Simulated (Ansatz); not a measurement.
## Worked example: ideal-gas entropy of HNO (nitroxyl)

A singlet with charge 0, relaxed at PBE/x2c-TZVPPall (sfX2C) (Ansatz 0.2.0):

```xyz
3

N    -0.2881    0.3194   -0.1187
O     0.7664    0.4026    0.4632
H    -0.4784   -0.7220   -0.3444
```

Harmonic wavenumbers in cm⁻¹: 1506, 1599, 2653.

Masses in u: N 14.007, O 15.999, H 1.008. Take T = 298.15 K, p = 1 bar, R = 8.3145 J/(mol K), kT/hc = 207.22 cm⁻¹, rigid rotor and harmonic oscillator.

**Question.** Work out S° at 298 K.

**Answer.** 
1. Translation (Sackur–Tetrode): S = R[3/2 ln M + 5/2 ln T − 1.1517] with M = 31.014 gives 151.7 J/(mol K).
2. Rotation: principal moments 0.935, 11.932, 12.867 u Å² give A, B, C = 18.0212, 1.4128, 1.3101 cm⁻¹; the symmetry number is σ = 1; q = (√π/σ)√((kT/hc)³/ABC) = 915; S = R(ln q + 3/2) = 69.2.
3. Vibration: with u = ν̃/207.22, each mode gives R[u/(eᵘ − 1) − ln(1 − e⁻ᵘ)]; the sum is 0.1.
4. Spin: R ln 1 = 0.0.
5. Sum: 151.7 + 69.2 + 0.1 + 0.0 = 221.0 J/(mol K).

No measured value is set beside it here.
